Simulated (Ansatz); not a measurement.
# CH₄BN (SMILES BN=C): functionals against CCSD(T) at one geometry

One table from this session's results is given with a row withheld; the runs are named, their logs left out.

Computed with Ansatz 0.2.0, Gaussian basis. Level: single points in def2-TZVPP.

Cores are frozen in the correlated methods.

**Where the work starts**

7 atoms, charge 0, spin multiplicity 1.

Atoms are counted from 1 here; the program's logs count them from 0.

Bond lengths: B1–N2 1.333 Å, B1–H4 1.306 Å, B1–H5 1.239 Å, N2–C3 1.288 Å, C3–H6 1.192 Å, C3–H7 1.092 Å. Angles: N2–B1–H4 116.8°, N2–B1–H5 118.6°, H4–B1–H5 122.9°, B1–N2–C3 176.6°, N2–C3–H6 116.5°, N2–C3–H7 124.4°, H6–C3–H7 119.0°.

Coordinates:

```xyz
7
charge 0, multiplicity 1
B    -0.9897    0.4032   -0.7623
N     0.0063   -0.0129    0.0192
C     0.9916   -0.3432    0.7803
H    -2.0523   -0.3537   -0.8149
H    -0.7638    1.3040   -1.5821
H     1.7773   -1.1165    0.3276
H     1.1610    0.0595    1.7814
```

The first run:

Contents of run/in.yaml:

```yaml
crystal:
  periodic: [false, false, false]
  atoms:
    - {symbol: B, position_ang: [-0.989700, 0.403200, -0.762300]}
    - {symbol: N, position_ang: [0.006300, -0.012900, 0.019200]}
    - {symbol: C, position_ang: [0.991600, -0.343200, 0.780300]}
    - {symbol: H, position_ang: [-2.052300, -0.353700, -0.814900]}
    - {symbol: H, position_ang: [-0.763800, 1.304000, -1.582100]}
    - {symbol: H, position_ang: [1.777300, -1.116500, 0.327600]}
    - {symbol: H, position_ang: [1.161000, 0.059500, 1.781400]}
basis:
  gaussian: {orbitals: def2-TZVPP}
correlation: {method: ccsd_t}
output: {forces: true}
```

The command line of these runs was not kept.

Among the steps run: CCSD(T)/def2-TZVPP; PBE0-D4/def2-TZVPP; wB97M-V/def2-TZVPP; r2SCAN-D4/def2-TZVPP; PBE-D4/def2-TZVPP; HSE06-D4/def2-TZVPP; LC-wPBE/def2-TZVPP.

One table of the session follows, with a row left open; its other results are not shown here.

| method | RMS force component (eV/Å) | angle to CCSD(T) forces (°) | dipole (D) |
| --- | --- | --- | --- |
| CCSD(T) | 1.461 | reference | 2.44 |
| PBE0-D4 | 1.489 | 11.6 | 2.26 |
| wB97M-V | 1.563 | 8.5 | 2.40 |
| r2SCAN-D4 | 1.395 | 9.8 | 2.18 |
| PBE-D4 | ? | ? | ? |
| HSE06-D4 | 1.483 | 11.5 | 2.25 |
| LC-wPBE | 1.624 | 11.2 | 2.41 |

Estimate the missing values for PBE-D4.

The run gave: RMS force component (eV/Å): 1.284; angle to CCSD(T) forces (°): 7.9; dipole (D): 2.15. In the column «RMS force component (eV/Å)» it is the lowest.
